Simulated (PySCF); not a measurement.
diphosphorus (P₂), SMILES P#P. Geometry: B3LYP-D3(BJ)/def2-TZVPD.

All values below come from B3LYP-D3(BJ)/def2-TZVPD (PySCF).

Harmonic wavenumbers (cm⁻¹): 812. Rotational constants (GHz): 9.151 (linear); symmetry number 2.

Question: Work out the zero-point energy and the ideal-gas rigid-rotor harmonic-oscillator thermochemistry at 298.15 K and 1 atm.

Answer: ZPE = ½ Σ hcν = ½ × 812 cm⁻¹ = 4.86 kJ/mol. H − E(el) = 13.73 kJ/mol. Entropy in J/(mol K): translation 160.21, rotation 56.77, vibration 0.83, total 217.80. G − E(el) = -51.21 kJ/mol. Cp = 31.74 J/(mol K).
